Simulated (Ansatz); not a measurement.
# H9PSi2: the cost of one run

Program: Ansatz 0.2.0, Gaussian basis. Level of theory: PBE0-D4, def2-SVP first, then def2-TZVP. These are calculated values, not measurements.

152 further runs of the same task are left out: 152 set aside as unsound or not needed.

### 1 Starting geometry

The guess: 12 atoms, charge 0, spin multiplicity 1.

Atoms are counted from 1 here; the program's logs count them from 0.

Bond lengths: Si1–H3 1.464 Å, Si1–H4 1.488 Å, Si1–Si5 2.311 Å, Si1–P7 2.248 Å, Si5–H8 1.463 Å, Si5–H9 1.467 Å, Si5–H10 1.461 Å, H6–P7 1.418 Å, P7–H11 1.439 Å, P7–H12 1.379 Å. Angles: H3–Si1–H4 101.9°, H3–Si1–Si5 123.2°, H3–Si1–P7 108.5°, H4–Si1–Si5 111.4°, H4–Si1–P7 98.2°, Si5–Si1–P7 110.6°, Si1–Si5–H8 113.4°, Si1–Si5–H9 108.9°, Si1–Si5–H10 111.7°, H8–Si5–H9 107.2°, H8–Si5–H10 108.7°, H9–Si5–H10 106.6°, Si1–P7–H6 97.5°, Si1–P7–H11 121.9°, Si1–P7–H12 100.9°, H6–P7–H11 138.7°, H6–P7–H12 92.7°, H11–P7–H12 91.7°.

As a file:

| atom | x (Å) | y (Å) | z (Å) |
| --- | --- | --- | --- |
| Si1 | -0.4621 | -0.2978 | -0.7485 |
| H2 | 1.6913 | 0.2284 | -0.1635 |
| H3 | 0.0788 | -0.6073 | -2.0730 |
| H4 | -1.9017 | -0.0741 | -1.0492 |
| Si5 | -0.1895 | -1.6786 | 1.0841 |
| H6 | 1.3273 | 1.5381 | 0.4008 |
| P7 | 0.0892 | 1.8190 | -0.2317 |
| H8 | 0.2227 | -0.9638 | 2.2928 |
| H9 | -1.4679 | -2.3340 | 1.3810 |
| H10 | 0.7733 | -2.7450 | 0.8181 |
| H11 | -0.8640 | 2.8940 | -0.3115 |
| H12 | 0.7025 | 2.2211 | -1.3994 |

Distances that are to change: Si1–P7 2.25 Å, H2–H6 1.47 Å, Si1–H2 2.29 Å, H6–P7 1.42 Å.

### 2 Relaxing the guess with the reacting distances held

hold/in.yaml reads:

```yaml
crystal:
  periodic: [false, false, false]
  atoms:
    - {symbol: Si, position_ang: [-0.462100, -0.297800, -0.748500]}
    - {symbol: H, position_ang: [1.691300, 0.228400, -0.163500]}
    - {symbol: H, position_ang: [0.078800, -0.607300, -2.073000]}
    - {symbol: H, position_ang: [-1.901700, -0.074100, -1.049200]}
    - {symbol: Si, position_ang: [-0.189500, -1.678600, 1.084100]}
    - {symbol: H, position_ang: [1.327300, 1.538100, 0.400800]}
    - {symbol: P, position_ang: [0.089200, 1.819000, -0.231700]}
    - {symbol: H, position_ang: [0.222700, -0.963800, 2.292800]}
    - {symbol: H, position_ang: [-1.467900, -2.334000, 1.381000]}
    - {symbol: H, position_ang: [0.773300, -2.745000, 0.818100]}
    - {symbol: H, position_ang: [-0.864000, 2.894000, -0.311500]}
    - {symbol: H, position_ang: [0.702500, 2.221100, -1.399400]}
basis:
  gaussian: {orbitals: def2-SVP}
hamiltonian: {xc: pbe0, dispersion: d4}
relax: {f_tol: 0.04, max_steps: 150, escape_saddle: false, constraints: [{distance: [0, 6]}, {distance: [1, 5]}, {distance: [0, 1]}, {distance: [5, 6]}]}
```

The run is started by

```console
$ ansatz run in.yaml --threads 4 --pin off --events-out ev --progress --plain --max-ram 9574MiB
```

**Question.** How long does this run take on 4 threads of Intel Xeon Platinum 8259CL at 2.50GHz, shared host?

About 14 s.
